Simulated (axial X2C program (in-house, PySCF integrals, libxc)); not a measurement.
Working with the constants of SN

A bond curve at the BLYP level, two-component, was computed with an axial X2C code built on PySCF integrals (basis S dyall-av3z [9s8p3d2f], N dyall-av3z [7s7p3d2f] (cores contracted in-house)) for the state Ω = 1/2 (⟨Sz⟩ = -0.50, ⟨Lz⟩ = 1.00 at BLYP). Its fit gives Re = 1.5196 Å, ωe = 1169.5 cm⁻¹, ωexe = 6.45 cm⁻¹ and αe = 5.960e-03 cm⁻¹; the masses are 31.9721 and 14.0031 u. Two-component means X2C with spin–orbit coupling and atomic mean-field Coulomb and Gaunt terms.

**Question.** Find the reduced mass, Be and the force constant.

**Answer.** From the BLYP values: μ = 9.7380 u. Be = 16.8576/(μ Re²) = 0.7497 cm⁻¹. k = 5.8918×10⁻⁷ μ ωe² = 7.85 mdyn/Å.

**Question.** Estimate De from a Morse curve and compare with the computed well depth of 5.261 eV to S + N.

**Answer.** De(Morse) = ωe²/(4ωexe) = 6.573 eV against 5.261 eV computed, a ratio of 1.25. The extrapolation overshoots: the well softens faster than a Morse curve, or the lowest atomic limit lies below the one to which the curve heads.

**Question.** The dipole moment p changes by 1.08 D/Å at Re. What harmonic infrared intensity follows?

**Answer.** I = 42.256 × (dp/dR)²/μ = 5.1 km/mol.

**Question.** Where do the fundamental and the first overtone lie?

**Answer.** ν(1←0) = ωe − 2ωexe = 1156.6 cm⁻¹; ν(2←0) = 2ωe − 6ωexe = 2300.3 cm⁻¹.

**Question.** Estimate the centrifugal constant by the Kratzer relation.

**Answer.** D = 4Be³/ωe² = 1.23e-06 cm⁻¹.

The state is a single determinant with fixed occupations, the lowest that a limited PBE0 search found. De is counted from the lowest determinant-based energies of the atoms at the same level, without counterpoise correction. Density functionals use the spin component along the axis (collinear). A 2c atom that is not at its ground J level misses part of its spin–orbit lowering, and De is too large by that part (0.04 eV or less for light atoms). This holds for BLYP. The functionals have no current-density term, which raises determinants with orbital currents, atoms included.
